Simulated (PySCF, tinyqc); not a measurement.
Inside a calculation. Method: RHF in the sto-6g basis, for CH2, spin multiplicity 1. This run ends on a higher stationary point, not on the lowest solution. The lowest restricted solution is unstable here: a spin-polarised one lies 0.0272 hartree lower (PySCF). Computed by tinyqc, a small Python program that keeps every step (integrals from PySCF). Settings: charge = 0, multiplicity = 1, basis = sto-6g, energy threshold = 1e-08, iteration cap = 80, orthogonalisation = symmetric, start = highest core orbitals, DIIS depth = 3, DIIS from iteration = 3, damping = 0.2, shift = 0.2, method = RHF. Command: `OMP_NUM_THREADS=1 python tinyqc.py 21597 21598 out.jsonl` (the two numbers bound the seeds that draw the settings). One thread of a shared host (Intel(R) Xeon(R) Processor @ 2.60GHz), about 0.1 s of CPU time with the checks.

Geometry (angstrom):

| atom | x | y | z |
|---|---|---|---|
| C | 0.0000 | 0.0000 | 0.0000 |
| H | 0.0000 | 0.9730 | 0.7110 |
| H | 0.0000 | -0.9730 | 0.7110 |

Stop when the energy changes by less than 1e-08 hartree and every element of the error matrix X^T (F D S - S D F) X is below 3e-05.

Course of the cycle:

| iteration | E (hartree) | change | largest element of the error matrix |
|---|---|---|---|
| 1 | -11.896108 | - | 2.63e-01 |
| 2 | -32.970242 | -2.11e+01 | 1.84e-01 |
| 3 | -36.939597 | -3.97e+00 | 2.03e-01 |
| 4 | -37.788680 | -8.49e-01 | 1.24e-01 |
| 5 | -37.977815 | -1.89e-01 | 4.64e-02 |
| 6 | -38.019096 | -4.13e-02 | 2.59e-02 |
| 7 | -38.028439 | -9.34e-03 | 8.78e-03 |
| 8 | -38.030476 | -2.04e-03 | 3.25e-03 |
| 9 | -38.030906 | -4.30e-04 | 1.20e-03 |
| 10 | -38.030995 | -8.89e-05 | 4.42e-04 |
| 11 | -38.031013 | -1.82e-05 | 1.63e-04 |
| 12 | -38.031017 | -3.69e-06 | 6.01e-05 |
| 13 | -38.031017 | -7.44e-07 | 2.21e-05 |
| 14 | -38.031018 | -1.50e-07 | 8.13e-06 |
| 15 | -38.031018 | -3.01e-08 | 2.99e-06 |
| 16 | -38.031018 | -6.04e-09 | 1.10e-06 |

Can the last value be used, and what does the course show?

No, though the log alone does not show it. Converged in 16 iterations. But the solution lies 0.70614 hartree above the reference: it is another stationary point, not the lowest restricted one. Reruns (cap 100 unless said): DIIS 8: converged in 15; damping 0.5: converged in 97; level shift 0.5: converged in 25 to a higher stationary point; atomic densities as start, DIIS 8: converged in 7. PySCF RHF in the same basis = -38.737153 hartree.
